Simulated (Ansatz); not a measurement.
fcc Al: LDA at its full settings (plane-wave cutoff 520 eV, 24×24×24 k mesh, Fermi–Dirac smearing 0.05 eV, scalar-relativistic PAW data made under PBE) and at cheaper ones, in a cell of 1 atom with Γ-centred meshes.

| level and setting | equilibrium lattice constant a (Å) | bulk modulus (GPa) |
|---|---|---|
| LDA (Ansatz) | 3.982 | 83.2 |
| LDA (Γ point alone) (Ansatz) | 3.961 | 103 |
| LDA (2×2×2 k mesh) (Ansatz) | 3.925 | 124 |
| LDA (4×4×4 k mesh) (Ansatz) | 3.999 | 88.3 |

Largest shifts from the full settings: lattice constant a -1.43 % (LDA (2×2×2 k mesh)), against a difference of -0.90 % of the full result from the reference 4.018 Å (measured, static lattice: zero-point anharmonic expansion removed; as tabulated in Mejia-Rodriguez and Trickey (2018), arXiv:1807.09216); bulk modulus +49 % (LDA (2×2×2 k mesh)), against a difference of +3.0 % of the full result from the reference 80.8 GPa (measured, corrected for temperature and zero-point phonon effects, sources range from 77.1 to 82.0; as tabulated in Levämäki et al. (2014), arXiv:1402.3671).

Ansatz's density-functional and Hartree–Fock values are scalar-relativistic unless marked +SOC, with PAW data made under PBE.

Run with cheap settings on purpose, which may leave them unconverged: LDA (2×2×2 k mesh), LDA (4×4×4 k mesh), LDA (Γ point alone).

Ansatz is a quantum-chemistry and plane-wave program.
